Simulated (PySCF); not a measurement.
Geometry (Å), atoms numbered from 1 in this order:
```xyz
19

C    -1.457   -1.297   -1.326
C    -0.824   -0.130   -0.577
C    -1.763    0.383    0.511
C     0.549   -0.526   -0.032
C     1.359    0.604    0.584
N     2.700    0.152    0.904
H    -1.639   -2.147   -0.647
H    -2.425   -1.014   -1.769
H    -0.806   -1.654   -2.139
H    -0.667    0.691   -1.302
H    -2.751    0.636    0.096
H    -1.918   -0.386    1.288
H    -1.374    1.284    1.008
H     0.417   -1.330    0.718
H     1.156   -0.964   -0.841
H     1.438    1.423   -0.153
H     0.807    1.027    1.450
H     3.243    0.907    1.317
H     2.659   -0.582    1.610
```

Geometry: PBE0-D3(BJ)/def2-SVP; GIAO absolute shieldings from PySCF 2.14.0 with density-fitted response routines, gas phase, non-relativistic, averaged over equivalent atoms.

At PBE0/STO-3G (43 basis functions, 4.6 s wall time on 1 thread of an Arm Neoverse V1, shared host):
```tsv
atoms	σ (ppm)
C5	192.4
C4	202.8
C2	204.4
C1/C3	211.4
N6	283.7
H16/H17	31.26
H14/H15	31.66
H10	31.79
H7/H8/H9/H11/H12/H13	31.89
H18/H19	33.09
```

Q: Predict the values at PBE0/def2-TZVP on the same geometry.

A: 
| atoms | σ at PBE0/def2-TZVP | change |
| --- | --- | --- |
| C5 | 141.0 | -51.4 |
| C4 | 141.7 | -61.1 |
| C2 | 155.4 | -49.0 |
| C1/C3 | 162.2 | -49.2 |
| N6 | 229.9 | -53.8 |
| H16/H17 | 28.76 | -2.50 |
| H14/H15 | 30.23 | -1.43 |
| H10 | 29.96 | -1.83 |
| H7/H8/H9/H11/H12/H13 | 30.62 | -1.27 |
| H18/H19 | 31.44 | -1.65 |

The largest change is at C4 (sp3 CH2). Cost: 264 basis functions, 43 s wall time on 1 thread of an Arm Neoverse V1, shared host. The order of the carbon signals is the same at both levels.
